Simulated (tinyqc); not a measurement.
Worked calculation: G0W0 on RHF in the sto-6g basis, for H2F+, spin multiplicity 1. Computed by tinyqc, a small Python program that keeps every step (integrals from PySCF). Settings: charge = 1, multiplicity = 1, basis = sto-6g, method = RHF, energy threshold = 1e-10, iteration cap = 73, orthogonalisation = canonical, start = atomic densities, DIIS depth = 6. Command: `OMP_NUM_THREADS=1 python tinyqc.py 31180 31181 out.jsonl` (the two numbers bound the seeds that draw the settings). One thread of a shared host (Intel(R) Xeon(R) Processor @ 2.60GHz), about 0.1 s of CPU time with the checks. The early iterations of the SCF are left out here.

## One-electron integrals

Geometry (angstrom):
```
atom       x        y       z
F     0.0000   0.0000  0.0000
H     0.0000   0.7340  0.6260
H     0.0000  -0.7340  0.6260
```

Basis sto-6g: exponents (1/bohr^2) and contraction coefficients of normalised primitives:
```
element  l (shell)   exponent  coefficient
F            s (1)  1728.6266       0.0092
F            s (1)   316.9418       0.0494
F            s (1)    88.6689       0.1685
F            s (1)    30.4602       0.3706
F            s (1)    11.8286       0.4165
F            s (1)     4.8717       0.1303
F            s (2)    67.0323      -0.0133
F            s (2)    13.2674      -0.0470
F            s (2)     4.1235      -0.0338
F            s (2)     1.5865       0.2502
F            s (2)     0.6890       0.5951
F            s (2)     0.3158       0.2407
F            p (3)    67.0323       0.0038
F            p (3)    13.2674       0.0377
F            p (3)     4.1235       0.1739
F            p (3)     1.5865       0.4180
F            p (3)     0.6890       0.4259
F            p (3)     0.3158       0.1017
H            s (1)    35.5232       0.0092
H            s (1)     6.5131       0.0494
H            s (1)     1.8221       0.1685
H            s (1)     0.6260       0.3706
H            s (1)     0.2431       0.4165
H            s (1)     0.1001       0.1303
```

Overlap, kinetic and nuclear-attraction integrals over the contracted functions; the nuclear repulsion is the sum of Za Zb / Rab.

nuclear repulsion = 10.234282 hartree

overlap S, lower triangle:
```
         1F 1s   1F 2s  1F 2px   1F 2py  1F 2pz   2H 1s   3H 1s
1F 1s   1.0000
1F 2s   0.2325  1.0000
1F 2px  0.0000  0.0000  1.0000
1F 2py  0.0000  0.0000  0.0000   1.0000
1F 2pz  0.0000  0.0000  0.0000   0.0000  1.0000
2H 1s   0.0454  0.4205  0.0000   0.2521  0.2150  1.0000
3H 1s   0.0454  0.4205  0.0000  -0.2521  0.2150  0.2689  1.0000
```

kinetic energy T (hartree), lower triangle:
```
          1F 1s   1F 2s  1F 2px   1F 2py  1F 2pz   2H 1s   3H 1s
1F 1s   37.3977
1F 2s   -1.1433  1.0823
1F 2px   0.0000  0.0000  3.2513
1F 2py   0.0000  0.0000  0.0000   3.2513
1F 2pz   0.0000  0.0000  0.0000   0.0000  3.2513
2H 1s   -0.0025  0.1034  0.0000   0.1777  0.1516  0.7685
3H 1s   -0.0025  0.1034  0.0000  -0.1777  0.1516  0.0122  0.7685
```

nuclear attraction V (hartree), lower triangle:
```
           1F 1s     1F 2s    1F 2px    1F 2py    1F 2pz    2H 1s    3H 1s
1F 1s   -78.9195
1F 2s    -8.1208  -12.5662
1F 2px    0.0000    0.0000  -12.4964
1F 2py    0.0000    0.0000    0.0000  -12.6167
1F 2pz   -0.0187   -0.2137    0.0000    0.0000  -12.5839
2H 1s    -1.8172   -4.0633    0.0000   -2.1276   -1.8861  -6.3602
3H 1s    -1.8172   -4.0633    0.0000    2.1276   -1.8861  -1.8747  -6.3602
```

core Hamiltonian H = T + V (hartree), lower triangle:
```
           1F 1s     1F 2s   1F 2px   1F 2py   1F 2pz    2H 1s    3H 1s
1F 1s   -41.5218
1F 2s    -9.2641  -11.4839
1F 2px    0.0000    0.0000  -9.2450
1F 2py    0.0000    0.0000   0.0000  -9.3654
1F 2pz   -0.0187   -0.2137   0.0000   0.0000  -9.3326
2H 1s    -1.8197   -3.9599   0.0000  -1.9498  -1.7345  -5.5917
3H 1s    -1.8197   -3.9599   0.0000   1.9498  -1.7345  -1.8625  -5.5917
```

## Two-electron integrals

Functions are numbered as in S; the eight-fold symmetry (ij|kl) = (ji|kl) = (kl|ij) leaves the list below.

Two-electron integrals (ij|kl) in chemists' order, unique and non-zero (hartree):
```
(11|11) 5.4062      (21|11) 0.7681      (21|21) 0.1389      (22|11) 1.2663
(22|21) 0.2840      (22|22) 0.9264      (31|31) 0.0295      (32|31) 0.0447
(32|32) 0.2048      (33|11) 1.2663      (33|21) 0.2840      (33|22) 0.9264
(33|33) 0.9981      (41|41) 0.0295      (42|41) 0.0447      (42|42) 0.2048
(43|43) 0.0538      (44|11) 1.2663      (44|21) 0.2840      (44|22) 0.9264
(44|33) 0.8905      (44|44) 0.9981      (51|51) 0.0295      (52|51) 0.0447
(52|52) 0.2048      (53|53) 0.0538      (54|54) 0.0538      (55|11) 1.2663
(55|21) 0.2840      (55|22) 0.9264      (55|33) 0.8905      (55|44) 0.8905
(55|55) 0.9981      (61|11) 0.1600      (61|21) 0.0277      (61|22) 0.0554
(61|33) 0.0553      (61|41) 0.0009      (61|42) 0.0018      (61|44) 0.0555
(61|51) 0.0008      (61|52) 0.0015      (61|54) 1.42e-04    (61|55) 0.0554
(61|61) 0.0056      (62|11) 0.3887      (62|21) 0.0884      (62|22) 0.3198
(62|33) 0.3153      (62|41) 0.0049      (62|42) 0.0359      (62|44) 0.3231
(62|51) 0.0041      (62|52) 0.0307      (62|54) 0.0066      (62|55) 0.3210
(62|61) 0.0176      (62|62) 0.1342      (63|31) 0.0100      (63|32) 0.0567
(63|43) 0.0076      (63|53) 0.0065      (63|63) 0.0201      (64|11) 0.1954
(64|21) 0.0451      (64|22) 0.1743      (64|33) 0.1668      (64|41) 0.0122
(64|42) 0.0755      (64|44) 0.1862      (64|51) 0.0019      (64|52) 0.0160
(64|54) 0.0101      (64|55) 0.1699      (64|61) 0.0094      (64|62) 0.0898
(64|64) 0.0799      (65|11) 0.1666      (65|21) 0.0384      (65|22) 0.1487
(65|33) 0.1423      (65|41) 0.0019      (65|42) 0.0160      (65|44) 0.1459
(65|51) 0.0116      (65|52) 0.0704      (65|54) 0.0107      (65|55) 0.1578
(65|61) 0.0080      (65|62) 0.0766      (65|64) 0.0509      (65|65) 0.0636
(66|11) 0.5285      (66|21) 0.1225      (66|22) 0.5078      (66|33) 0.4903
(66|41) 0.0089      (66|42) 0.0906      (66|44) 0.5207      (66|51) 0.0076
(66|52) 0.0773      (66|54) 0.0260      (66|55) 0.5124      (66|61) 0.0246
(66|62) 0.2689      (66|64) 0.2088      (66|65) 0.1781      (66|66) 0.7750
(71|11) 0.1600      (71|21) 0.0277      (71|22) 0.0554      (71|33) 0.0553
(71|41) -0.0009     (71|42) -0.0018     (71|44) 0.0555      (71|51) 0.0008
(71|52) 0.0015      (71|54) -1.42e-04   (71|55) 0.0554      (71|61) 0.0056
(71|62) 0.0172      (71|64) 0.0083      (71|65) 0.0078      (71|66) 0.0238
(71|71) 0.0056      (72|11) 0.3887      (72|21) 0.0884      (72|22) 0.3198
(72|33) 0.3153      (72|41) -0.0049     (72|42) -0.0359     (72|44) 0.3231
(72|51) 0.0041      (72|52) 0.0307      (72|54) -0.0066     (72|55) 0.3210
(72|61) 0.0172      (72|62) 0.1135      (72|64) 0.0516      (72|65) 0.0630
(72|66) 0.1906      (72|71) 0.0176      (72|72) 0.1342      (73|31) 0.0100
(73|32) 0.0567      (73|43) -0.0076     (73|53) 0.0065      (73|63) 0.0166
(73|73) 0.0201      (74|11) -0.1954     (74|21) -0.0451     (74|22) -0.1743
(74|33) -0.1668     (74|41) 0.0122      (74|42) 0.0755      (74|44) -0.1862
(74|51) -0.0019     (74|52) -0.0160     (74|54) 0.0101      (74|55) -0.1699
(74|61) -0.0083     (74|62) -0.0516     (74|64) -0.0070     (74|65) -0.0280
(74|66) -0.0757     (74|71) -0.0094     (74|72) -0.0898     (74|74) 0.0799
(75|11) 0.1666      (75|21) 0.0384      (75|22) 0.1487      (75|33) 0.1423
(75|41) -0.0019     (75|42) -0.0160     (75|44) 0.1459      (75|51) 0.0116
(75|52) 0.0704      (75|54) -0.0107     (75|55) 0.1578      (75|61) 0.0078
(75|62) 0.0630      (75|64) 0.0280      (75|65) 0.0512      (75|66) 0.1178
(75|71) 0.0080      (75|72) 0.0766      (75|74) -0.0509     (75|75) 0.0636
(76|11) 0.1685      (76|21) 0.0388      (76|22) 0.1541      (76|33) 0.1509
(76|44) 0.1533      (76|51) 0.0028      (76|52) 0.0257      (76|55) 0.1581
(76|61) 0.0077      (76|62) 0.0666      (76|64) 0.0385      (76|65) 0.0433
(76|66) 0.1454      (76|71) 0.0077      (76|72) 0.0666      (76|74) -0.0385
(76|75) 0.0433      (76|76) 0.0413      (77|11) 0.5285      (77|21) 0.1225
(77|22) 0.5078      (77|33) 0.4903      (77|41) -0.0089     (77|42) -0.0906
(77|44) 0.5207      (77|51) 0.0076      (77|52) 0.0773      (77|54) -0.0260
(77|55) 0.5124      (77|61) 0.0238      (77|62) 0.1906      (77|64) 0.0757
(77|65) 0.1178      (77|66) 0.3525      (77|71) 0.0246      (77|72) 0.2689
(77|74) -0.2088     (77|75) 0.1781      (77|76) 0.1454      (77|77) 0.7750
```

## Orthogonalisation

S = U s U^T; canonical form X = U s^(-1/2), so that X^T S X = 1. Each column of U has its largest component positive (the first on a tie).

eigenvalues of S: 0.4263  0.4845  0.8927  1.0000  1.0949  1.2466  1.8550

X:
```
              1        2        3       4        5        6       7
1F 1s   -0.3361   0.0000   0.7330  0.0000   0.6246   0.0000  0.1559
1F 2s    1.0810   0.0000  -0.2728  0.0000   0.3089   0.0000  0.4224
1F 2px   0.0000   0.0000   0.0000  1.0000   0.0000   0.0000  0.0000
1F 2py   0.0000  -0.8172   0.0000  0.0000   0.0000   0.7366  0.0000
1F 2pz   0.4831   0.0000   0.6725  0.0000  -0.6243   0.0000  0.1943
2H 1s   -0.6446   0.8355  -0.1678  0.0000  -0.1378   0.3603  0.3864
3H 1s   -0.6446  -0.8355  -0.1678  0.0000  -0.1378  -0.3603  0.3864
```

## Starting guess

The start is atomic minimal-basis densities projected into this basis (PySCF's MINAO start) and scaled to the electron count of each spin; this density is not idempotent, so its energy is not variational and may lie below the converged one.

D at the start, lower triangle:
```
          1F 1s    1F 2s  1F 2px   1F 2py  1F 2pz   2H 1s   3H 1s
1F 1s    1.9502
1F 2s   -0.4448   1.9249
1F 2px   0.0000   0.0000  1.4842
1F 2py   0.0000   0.0000  0.0000   1.3308
1F 2pz   0.0143  -0.0904  0.0000   0.0000  1.4014
2H 1s   -0.0083   0.0193  0.0000   0.1468  0.0775  0.9168
3H 1s   -0.0083   0.0193  0.0000  -0.1468  0.0775  0.0665  0.9168
```

## Iteration 8 (converged): orbitals

converged F (hartree), lower triangle:
```
           1F 1s    1F 2s   1F 2px   1F 2py   1F 2pz    2H 1s    3H 1s
1F 1s   -26.9886
1F 2s    -6.5359  -3.5401
1F 2px    0.0000   0.0000  -1.0744
1F 2py    0.0000   0.0000   0.0000  -1.0283
1F 2pz   -0.0258  -0.1485   0.0000   0.0000  -1.0578
2H 1s    -1.2850  -1.2849   0.0000  -0.5142  -0.5034  -0.9301
3H 1s    -1.2850  -1.2849   0.0000   0.5142  -0.5034  -0.5108  -0.9301
```

Diagonalise F' = X^T F X, C = X C', fill 5 alpha and 5 beta electrons from the bottom; D = 2 C_occ C_occ^T. Each column has its largest component positive (the first on a tie).

F' = X^T F X (hartree), lower triangle:
```
         1       2         3        4         5        6        7
1  -0.9322
2   0.0000  0.1324
3   2.7687  0.0000  -12.0552
4   0.0000  0.0000    0.0000  -1.0744
5   2.3488  0.0000  -11.5480   0.0000  -13.2909
6   0.0000  0.0365    0.0000   0.0000    0.0000  -1.2126
7   0.3370  0.0000   -4.8496   0.0000   -5.2697   0.0000  -3.9440
```

orbital energies (hartree): MO1 -26.9918, MO2 -2.1101, MO3 -1.2136, MO4 -1.1266, MO5 -1.0744, MO6 0.0063, MO7 0.1334

coefficients C:
```
            MO1      MO2      MO3      MO4     MO5      MO6      MO7
1F 1s    0.9971  -0.2358   0.0000   0.0718  0.0000   0.0986   0.0000
1F 2s    0.0133   0.9382   0.0000  -0.3852  0.0000  -0.6986   0.0000
1F 2px   0.0000   0.0000   0.0000   0.0000  1.0000   0.0000   0.0000
1F 2py   0.0000   0.0000   0.7585   0.0000  0.0000   0.0000  -0.7970
1F 2pz   0.0021   0.1343   0.0000   0.8477  0.0000  -0.6136   0.0000
2H 1s   -0.0026   0.0804   0.3375   0.2176  0.0000   0.7471   0.8449
3H 1s   -0.0026   0.0804  -0.3375   0.2176  0.0000   0.7471  -0.8449
```

D after iteration 8, lower triangle:
```
          1F 1s    1F 2s  1F 2px   1F 2py  1F 2pz    2H 1s   3H 1s
1F 1s    2.1098
1F 2s   -0.4712   2.0575
1F 2px   0.0000   0.0000  2.0000
1F 2py   0.0000   0.0000  0.0000   1.1506
1F 2pz   0.0627  -0.4012  0.0000   0.0000  1.4733
2H 1s   -0.0118  -0.0169  0.0000   0.5120  0.3905   0.3355
3H 1s   -0.0118  -0.0169  0.0000  -0.5120  0.3905  -0.1202  0.3355
```

## Convergence

Stop when the energy changes by less than 1e-10 hartree and every element of the error matrix X^T (F D S - S D F) X is below 3e-06.

Course of the cycle:
```
iteration  E (hartree)     change  largest element of the error matrix
1           -95.056358          -                             1.47e+00
2           -99.685683  -4.63e+00                             4.06e-01
3           -99.782113  -9.64e-02                             2.78e-02
4           -99.782631  -5.18e-04                             7.77e-03
5           -99.782656  -2.50e-05                             2.67e-04
6           -99.782656  -1.21e-07                             3.80e-05
7           -99.782656  -2.16e-09                             9.22e-07
8           -99.782656  -7.25e-13                             4.12e-09
```

PySCF RHF in the same basis = -99.782656 hartree

Converged in 8 iterations.

## Populations, bond orders and dipole

Mulliken: Z minus the diagonal of D S on the atom; Loewdin: the same with S^(1/2) D S^(1/2); Mayer order: 2 sum_s sum (D(s) S)_ij (D(s) S)_ji over the two atoms.

Charges (e):
```
atom  Mulliken  Loewdin
1F      0.0171   0.1830
2H      0.4915   0.4085
3H      0.4915   0.4085
```

Mayer bond orders:
```
pair   order
2-1   0.7516
3-1   0.7516
3-2   0.0068
```

dipole moment about the origin, x y z (debye): 0.0000  0.0000  3.3395

## Integrals over molecular orbitals

(pq|rs) = sum C_ip C_jq C_kr C_ls (ij|kl), one index at a time.

one-electron integrals over orbitals h = C^T H C (hartree), lower triangle:
```
          1        2        3        4        5        6        7
1  -41.5082
2    0.6962  -9.7662
3    0.0000   0.0000  -8.2340
4   -0.2062   0.3660   0.0000  -8.7469
5    0.0000   0.0000   0.0000   0.0000  -9.2450
6   -0.2950   1.4516   0.0000   1.4143   0.0000  -5.8364
7    0.0000   0.0000   2.0841   0.0000   0.0000   0.0000  -6.0209
```

Two-electron integrals over orbitals (pq|rs), unique and non-zero (hartree):
```
(11|11) 5.3810     (21|11) -0.5123    (21|21) 0.0793     (22|11) 1.2190
(22|21) -0.0197    (22|22) 0.8686     (31|31) 0.0185     (32|31) 0.0265
(32|32) 0.1609     (33|11) 1.0104     (33|21) -0.0077    (33|22) 0.7739
(33|33) 0.7563     (41|11) 0.1593     (41|21) -0.0210    (41|22) 0.0170
(41|33) 0.0054     (41|41) 0.0301     (42|11) -0.1064    (42|21) 0.0100
(42|22) 0.0099     (42|33) -0.0082    (42|41) 0.0273     (42|42) 0.1537
(43|31) -0.0050    (43|32) 0.0016     (43|43) 0.0504     (44|11) 1.1516
(44|21) -0.0147    (44|22) 0.8063     (44|33) 0.7219     (44|41) -0.0119
(44|42) -0.0947    (44|44) 0.8883     (51|51) 0.0304     (52|51) 0.0388
(52|52) 0.1802     (53|53) 0.0395     (54|51) -0.0112    (54|52) -0.0400
(54|54) 0.0566     (55|11) 1.2660     (55|21) -0.0134    (55|22) 0.8815
(55|33) 0.7604     (55|41) 0.0040     (55|42) -0.0556    (55|44) 0.8317
(55|55) 0.9981     (61|11) 0.2289     (61|21) -0.0381    (61|22) 0.0029
(61|33) 0.0018     (61|41) -0.0038    (61|42) -0.0209    (61|44) 0.0154
(61|55) 0.0055     (61|61) 0.0261     (62|11) -0.3140    (62|21) 0.0080
(62|22) -0.1569    (62|33) -0.1013    (62|41) -0.0193    (62|42) -0.0396
(62|44) -0.1000    (62|55) -0.1573    (62|61) 0.0058     (62|62) 0.0861
(63|31) -0.0049    (63|32) 0.0177     (63|43) 0.0151     (63|63) 0.0583
(64|11) -0.2720    (64|21) 0.0030     (64|22) -0.1392    (64|33) -0.0888
(64|41) -0.0038    (64|42) 0.0229     (64|44) -0.1525    (64|55) -0.1484
(64|61) 4.38e-04   (64|62) 0.0615     (64|64) 0.0790     (65|51) -0.0140
(65|52) -0.0530    (65|54) -0.0066    (65|65) 0.0281     (66|11) 0.7495
(66|21) -0.0061    (66|22) 0.6058     (66|33) 0.5745     (66|41) 0.0178
(66|42) 0.0705     (66|44) 0.5571     (66|55) 0.5733     (66|61) -0.0062
(66|62) -0.0685    (66|64) -0.0325    (66|66) 0.5662     (71|31) -0.0176
(71|32) -0.0240    (71|43) 0.0049     (71|63) 0.0044     (71|71) 0.0168
(72|31) -0.0169    (72|32) -0.0584    (72|43) 0.0284     (72|63) 0.0291
(72|71) 0.0154     (72|72) 0.0530     (73|11) -0.4146    (73|21) 0.0083
(73|22) -0.1912    (73|33) -0.1606    (73|41) 0.0016     (73|42) 0.0668
(73|44) -0.1898    (73|55) -0.2207    (73|61) -0.0058    (73|62) 0.0714
(73|64) 0.0881     (73|66) -0.0223    (73|73) 0.1582     (74|31) 0.0089
(74|32) 0.0638     (74|43) -0.0081    (74|63) 0.0395     (74|71) -0.0084
(74|72) -0.0101    (74|74) 0.0543     (75|53) -0.0249    (75|75) 0.0188
(76|31) 0.0098     (76|32) 0.0920     (76|43) 0.0450     (76|63) 0.0694
(76|71) -0.0090    (76|72) 0.0123     (76|74) 0.0637     (76|76) 0.1499
(77|11) 0.7919     (77|21) -0.0069    (77|22) 0.6197     (77|33) 0.6227
(77|41) 0.0039     (77|42) 0.0147     (77|44) 0.5926     (77|55) 0.6008
(77|61) 0.0019     (77|62) -0.0478    (77|64) -0.0259    (77|66) 0.5555
(77|73) -0.0562    (77|77) 0.5896
```

## Screening: direct RPA

With D = e_a - e_i and K = (ia|jb): diagonalise D^(1/2) (D + 4K) D^(1/2) = Z w^2 Z^T; X + Y = D^(1/2) Z w^(-1/2), each column of Z with its largest component positive (the first on a tie); E_c = (sum w - tr (D + 2K)) / 2.

D^(1/2) (D + 4K) D^(1/2) (hartree^2), lower triangle:
```
          1>6       1>7     2>6      2>7     3>6     3>7     4>6     4>7
1>6  731.7152
1>7    0.0000  737.5935
2>6    0.1744    0.0000  5.2077
2>7    0.0000    0.4820  0.0000   5.5086
3>6    0.0000    0.1007  0.0000   0.1925  1.7726
3>7   -0.1394    0.0000  0.4822   0.0000  0.0000  2.6666
4>6    0.0097    0.0000  0.3807   0.0000  0.0000  0.4353  1.6415
4>7    0.0000   -0.1954  0.0000  -0.0677  0.1960  0.0000  0.0000  1.8613
5>6    0.0000    0.0000  0.0000   0.0000  0.0000  0.0000  0.0000  0.0000
5>7    0.0000    0.0000  0.0000   0.0000  0.0000  0.0000  0.0000  0.0000

        5>6     5>7
5>6  1.2894
5>7  0.0000  1.5494
```

excitation energies w (hartree): 1.1355  1.2129  1.2447  1.2675  1.4201  1.6409  2.3135  2.3493  27.0502  27.1587

X + Y:
```
          1        2       3        4        5        6        7        8
1>6  0.0000  -0.0003  0.0000   0.0000   0.0000   0.0009  -0.0007   0.0000
1>7  0.0000   0.0000  0.0000  -0.0011   0.0006   0.0000   0.0000  -0.0023
2>6  0.0000  -0.0723  0.0000   0.0000   0.0000  -0.2538   0.9308   0.0000
2>7  0.0000   0.0000  0.0000  -0.0658  -0.0236   0.0000   0.0000   0.9759
3>6  0.0000   0.0000  0.0000   0.7704   0.5719   0.0000   0.0000   0.0364
3>7  0.0000  -0.3394  0.0000   0.0000   0.0000   0.8394   0.1485   0.0000
4>6  0.0000   0.9134  0.0000   0.0000   0.0000   0.2516   0.0859   0.0000
4>7  0.0000   0.0000  0.0000  -0.6153   0.7410   0.0000   0.0000  -0.0115
5>6  0.9756   0.0000  0.0000   0.0000   0.0000   0.0000   0.0000   0.0000
5>7  0.0000   0.0000  0.9850   0.0000   0.0000   0.0000   0.0000   0.0000

          9       10
1>6  0.9990   0.0000
1>7  0.0000   0.9994
2>6  0.0001   0.0000
2>7  0.0000   0.0002
3>6  0.0000   0.0000
3>7  0.0000   0.0000
4>6  0.0000   0.0000
4>7  0.0000  -0.0001
5>6  0.0000   0.0000
5>7  0.0000   0.0000
```

RPA correlation energy = -0.047644 hartree

## G0W0 on Hartree-Fock: HOMO

W(p,q,m) = sqrt2 sum_ia (pq|ia) (X+Y)_ia,m; Sigma_c(x) = sum_(i,m) W^2/(x - e_i + w_m) + sum_(a,m) W^2/(x - e_a - w_m); solve x = e_p + Sigma_c(x) by Newton steps; Z = 1/(1 - dSigma/dx); 1 hartree = 27.211386 eV.

The 12 largest terms at x = e_p (hartree; W for the signs of X + Y given):
```
q  m        W       term
5  6  -0.2583     0.0407
5  7  -0.2715     0.0319
5  2  -0.0697     0.0040
2  1  -0.0731     0.0025
3  3  -0.0347     0.0009
6  1   0.0388    -0.0007
7  3   0.0261  -2.78e-04
4  1  -0.0091   6.90e-05
1  1  -0.0193   1.38e-05
5  9   0.0078   2.25e-06
```

Newton steps (hartree):
```
step        x  Sigma_c(x)       Z
0     -1.0744      0.0790  0.9578
1     -0.9988      0.0758  0.9610
2     -0.9986      0.0758  0.9610
3     -0.9986      0.0758  0.9610
```

quasiparticle energy of the HOMO = -27.1746 eV

Hartree-Fock value = -29.2365 eV

## G0W0 on Hartree-Fock: LUMO

As before.

The 12 largest terms at x = e_p (hartree; W for the signs of X + Y given):
```
q  m        W       term
7  5   0.1225    -0.0097
4  6   0.1106     0.0044
6  7  -0.0988    -0.0042
2  7   0.1357     0.0042
4  7   0.1090     0.0034
3  5   0.0876     0.0029
2  6   0.0758     0.0015
4  2   0.0535     0.0012
5  1   0.0388     0.0007
3  8   0.0425     0.0005
6  2  -0.0243  -4.85e-04
2  2   0.0363   3.97e-04
```

Newton steps (hartree):
```
step       x  Sigma_c(x)       Z
0     0.0063      0.0046  0.9852
1     0.0108      0.0046  0.9851
2     0.0108      0.0046  0.9851
```

quasiparticle energy of the LUMO = 0.2949 eV

Hartree-Fock value = 0.1706 eV
